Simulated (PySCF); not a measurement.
Computed with PBE0-D4/def2-TZVP run with PySCF 2.14.0. Gas-phase values, no solvent. 

Reference species (SMILES): `[CH2]C=C` (neutral, multiplicity 2).

```yaml
highest_occupied_spin_orbital: -5.89 eV
```

Changed species: `[SiH3]` (radical fragment; the reference has radical fragment).

**Question.** Give the shifts of the highest occupied spin orbital.

**Answer.** the highest occupied spin orbital falls by 0.51 eV, to -6.40 eV.
